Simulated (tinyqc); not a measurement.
Inside a calculation. Method: RKS/LDA (VWN5) in the sto-3g basis, for H2F+, spin multiplicity 1. One step of it, computed by the program tinyqc.

Task: Orthogonalisation. S = U s U^T; symmetric (Loewdin) form X = U s^(-1/2) U^T, so that X^T S X = 1.

overlap S, lower triangle:
```
,1F 1s,1F 2s,1F 2px,1F 2py,1F 2pz,2H 1s,3H 1s
1F 1s,1.000000
1F 2s,0.237990,1.000000
1F 2px,0.000000,0.000000,1.000000
1F 2py,0.000000,0.000000,0.000000,1.000000
1F 2pz,0.000000,0.000000,0.000000,0.000000,1.000000
2H 1s,0.017267,0.211052,0.000000,0.148231,0.120884,1.000000
3H 1s,0.017267,0.211052,0.000000,-0.148231,0.120884,0.098584,1.000000
```

Give: eigenvalues of S; X.

Result:

eigenvalues of S: 0.6354  0.7354  0.9038  1.0000  1.1035  1.1661  1.4560

X, lower triangle:
```
,1F 1s,1F 2s,1F 2px,1F 2py,1F 2pz,2H 1s,3H 1s
1F 1s,1.0227
1F 2s,-0.1277,1.0576
1F 2px,0.0000,0.0000,1.0000
1F 2py,0.0000,0.0000,0.0000,1.0186
1F 2pz,-0.0024,0.0198,0.0000,0.0000,1.0110
2H 1s,0.0108,-0.1080,0.0000,-0.0826,-0.0605,1.0347
3H 1s,0.0108,-0.1080,0.0000,0.0826,-0.0605,-0.0389,1.0347
```
